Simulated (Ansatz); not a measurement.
Geometry optimisation, RKS r2SCANh-D4/6-31G* (Ansatz).

Input:

```yaml
crystal:
  periodic: [false, false, false]
  atoms:
    - { symbol: C, position_ang: [-1.1858, 0.5061, 0.9389] }
    - { symbol: "N", position_ang: [-0.4603, -0.513, 0.341] }
    - { symbol: C, position_ang: [0.5032, -0.269, -0.547] }
    - { symbol: "N", position_ang: [0.8421, 0.8086, -1.1938] }
    - { symbol: O, position_ang: [1.3351, -1.3396, -0.6819] }
    - { symbol: H, position_ang: [-2.048, 0.1432, 1.5222] }
    - { symbol: H, position_ang: [-0.5869, 1.1706, 1.5878] }
    - { symbol: H, position_ang: [-1.6408, 1.2045, 0.149] }
    - { symbol: H, position_ang: [-0.302, -1.3108, 0.9602] }
    - { symbol: H, position_ang: [1.5901, 0.7116, -1.7625] }
    - { symbol: H, position_ang: [2.0187, -1.1692, -1.2933] }
basis:
  gaussian: { orbitals: "6-31G*" }
hamiltonian:
  xc: r2scanh
  dispersion: d4
relax:
  f_tol: 0.02
  max_steps: 50
```

Command:

```bash
$ ansatz run input.yaml --threads 2 --pin off --max-ram 3072MiB --backend cpu --events-out ev --progress --plain --runs-dir out
```

Where does it end, and by what steps?

The forces met the threshold. After 5 steps the energy has fallen by 0.687 eV; N4 moved furthest, 0.17 Å.

```
step  energy less start (eV)  largest force component (eV/Å)  accepted
   0                  0.0000                           5.494       yes
   1                 -0.5740                           1.995       yes
   2                 -0.6734                           0.487       yes
   3                 -0.6845                           0.236       yes
   4                 -0.6844                           0.098        no
   5                 -0.6868                           0.017       yes
```

```xyz
11
Properties=species:S:1:pos:R:3
C -1.190 0.563 0.910
N -0.419 -0.539 0.379
C 0.583 -0.291 -0.510
N 0.743 0.851 -1.062
O 1.310 -1.437 -0.697
H -2.042 0.161 1.463
H -0.601 1.215 1.568
H -1.553 1.167 0.078
H -0.271 -1.342 0.971
H 1.491 0.834 -1.751
H 2.015 -1.240 -1.328
```

The run took 21 s on 2 threads of AMD EPYC 7R43 64-Core Processor (Zen 3), on a shared host, peak memory 0.21 GiB.
